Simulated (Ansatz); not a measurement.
# C2H3N: harmonic frequencies at the relaxed geometry, by script

At which frequencies does C2H3N vibrate? Aim: harmonic frequencies at the relaxed geometry, for C2H3N, run from a script.

All numbers are computed with Ansatz 0.2.0 through its Python package. Level of theory: PBE0/def2-SVP.

### Step 1. Starting point

Bond lengths: C1–C2 1.462 Å, C2–N3 1.160 Å, C1–H4 1.094 Å, C1–H5 1.094 Å, C1–H6 1.094 Å. Angles: C1–C2–N3 180.0°, C2–C1–H4 110.8°, C2–C1–H5 110.8°, C2–C1–H6 110.8°, H4–C1–H5 108.1°, H4–C1–H6 108.1°, H5–C1–H6 108.1°.

No structure file is read: the coordinates are typed or built in the script.

### Step 2. Script

Contents of c2h3n.py:

```python
"""Harmonic frequencies of C2H3N at its relaxed geometry."""

import ansatz as az
import numpy as np

BASIS = "def2-SVP"
FUNCTIONAL = "pbe0"

GEOMETRY = """
C    -0.48620    0.00370   -0.00800
C     0.97540   -0.00750    0.01610
N     2.13550   -0.01640    0.03530
H    -0.86960   -0.75910   -0.69220
H    -0.89300   -0.19730    0.98750
H    -0.86210    0.97650   -0.33870
"""

geometry = az.Crystal.molecule()
for line in GEOMETRY.strip().splitlines():
    symbol, *xyz = line.split()
    geometry = geometry.atom(symbol, [float(v) for v in xyz])

calc = (
    geometry.calculation()
    .basis(gaussian=BASIS)
    .functional(FUNCTIONAL)
)
symbols = [site.symbol for site in geometry.cartesian_sites]
start = np.array([site.position_ang for site in geometry.cartesian_sites], dtype=float)
def progress(event):
    if event["event"] == "relax_step":
        row = event["data"]
        print(f"step {row['step']:3d}  E = {row['lagrangian_ev']:.6f} eV  largest force component {row['allowed_force_max_ev_ang']:.4f} eV/A")


report = calc.relax(force_tolerance=0.003, max_steps=100).session().plan().execute(on_event=progress).report
end = np.array(report["positions_ang"])

print("final positions (A) and the move of each atom")
for symbol, xyz, old in zip(symbols, end, start):
    print(f"{symbol:2s} {xyz[0]:10.5f} {xyz[1]:10.5f} {xyz[2]:10.5f}   {np.linalg.norm(xyz - old):7.4f}")

# frequencies need a stationary point, so they are taken at the relaxed geometry
minimum = az.Crystal.molecule()
for symbol, place in zip(symbols, end):
    minimum = minimum.atom(symbol, place.tolist())
vibrating = (
    minimum.calculation()
    .basis(gaussian=BASIS)
    .functional(FUNCTIONAL)
    .phonons(temperatures=(200, 600, 100))
)
vib = vibrating.run(threads=1, backend="cpu").report["vibrations"]
sums = vib["harmonic_sums"]
modes = [m["omega_inv_cm"] for m in sums["modes_at_gamma"] if m["rigid_motion"] == "no"]
for number, w in enumerate(modes, start=1):
    print(f"mode {number:2d} {w:9.1f} 1/cm {w / 8065.544 * 1000:8.2f} meV")
print("imaginary modes:", sum(w < 0 for w in modes), " zero-point energy:", round(sums["zero_point_energy_ev"], 4), "eV")
print("T (K)   F_vib (eV)   S_vib (meV/K)   C_vib (meV/K)")
for row in zip(sums["temperatures_k"], sums["vibrational_free_energy_ev"], vib["entropy_ev_per_k"], vib["heat_capacity_ev_per_k"]):
    print(f"{row[0]:6.1f} {row[1]:11.4f} {1000 * row[2]:13.4f} {1000 * row[3]:15.4f}")
```

### Step 3. What the engine is handed

The engine receives this input (first run):

```yaml
crystal:
  periodic: [false, false, false]
  atoms:
    - { symbol: C, position_ang: [-0.4862, 0.0037, -0.008] }
    - { symbol: C, position_ang: [0.9754, -0.0075, 0.0161] }
    - { symbol: "N", position_ang: [2.1355, -0.0164, 0.0353] }
    - { symbol: H, position_ang: [-0.8696, -0.7591, -0.6922] }
    - { symbol: H, position_ang: [-0.893, -0.1973, 0.9875] }
    - { symbol: H, position_ang: [-0.8621, 0.9765, -0.3387] }
basis:
  gaussian:
    orbitals: def2-SVP
hamiltonian:
  xc: pbe0
relax:
  f_tol: 0.003
  max_steps: 100
```

### Step 4. The run

Command:

```
python c2h3n.py
```

Without the output at hand: what should come out? Wanted: moves of the relaxation of run 1; energy gained in run 1; last largest force component of run 1; highest frequency; imaginary modes; zero-point energy.

**Answer**, as computed:

```
                             quantity        value
                        runs compared            2
     moves of the relaxation of run 1            4
               energy gained in run 1     0.005 eV
last largest force component of run 1  0.0001 eV/Å
                    highest frequency    3179 cm⁻¹
                      imaginary modes            0
                    zero-point energy     1.235 eV
```

**Reading.** Run 1: The relaxation took 4 moves; the largest shift is 0.013 Å. All frequencies are real, so the geometry is a minimum. The values are harmonic; measured fundamentals also hold anharmonic shifts, mostly downward for stretches. The frequencies are harmonic and unscaled, in a modest basis. The result belongs to the one conformer reached from this start, and soft torsions count as harmonic oscillators.
